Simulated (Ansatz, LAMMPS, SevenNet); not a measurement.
Cubic perovskite KTaO₃, elastic constant C44

Reference value: 109 GPa (measured, temperature not stated, not corrected to a static lattice; as tabulated in arXiv:2111.11352).

```json
[
 {"level (code)": "ionic model exner1995 (shell model, LAMMPS)", "value (GPa)": "112", "cell (Å³/atom)": "12.29"},
 {"level (code)": "SevenNet-l3i5", "value (GPa)": "87.1", "cell (Å³/atom)": "13.10"},
 {"level (code)": "LDA (Ansatz)", "value (GPa)": "(withheld)", "cell (Å³/atom)": "12.35"},
 {"level (code)": "PBE (Ansatz)", "value (GPa)": "(withheld)", "cell (Å³/atom)": "13.04"},
 {"level (code)": "r²SCAN (Ansatz)", "value (GPa)": "108", "cell (Å³/atom)": "12.71"},
 {"level (code)": "HSE06 (Ansatz)", "value (GPa)": "109", "cell (Å³/atom)": "12.67"},
 {"level (code)": "PBE0 (Ansatz)", "value (GPa)": "110", "cell (Å³/atom)": "12.66"}
]
```

Question: Complete the blanks.

Answer: 
- LDA (Ansatz, a quantum-chemistry and plane-wave program), value (GPa): 101
- PBE (Ansatz), value (GPa): 98.3

Differences against the reference: ionic model exner1995 +2.8 %, SevenNet-l3i5 -20 %, LDA -7.3 %, PBE -9.8 %, r²SCAN -0.9 %, HSE06 0.0 %, PBE0 +0.9 %.

The reference's temperature isn't stated, so close values are not ranked against it.

The measured value isn't corrected to a static lattice, so vibrations enter the comparison. A static lattice is as a rule stiffer than a warm one, by over a tenth in soft solids.  Density-functional levels without +SOC have no spin–orbit coupling. Each level is taken at its own relaxed cell. Cutoffs differ between the levels. Ansatz's density-functional and Hartree–Fock values are scalar-relativistic unless marked +SOC, with PAW data made under PBE.

Empirical potentials (ionic model exner1995) are fitted to chosen data: where that held the value shown, agreement is built in, and what lay outside the fit can be far off. Machine-learned potentials (SevenNet-l3i5) are trained on DFT data: a solid inside that data is no test of them.

Differences are worked out from the printed values.
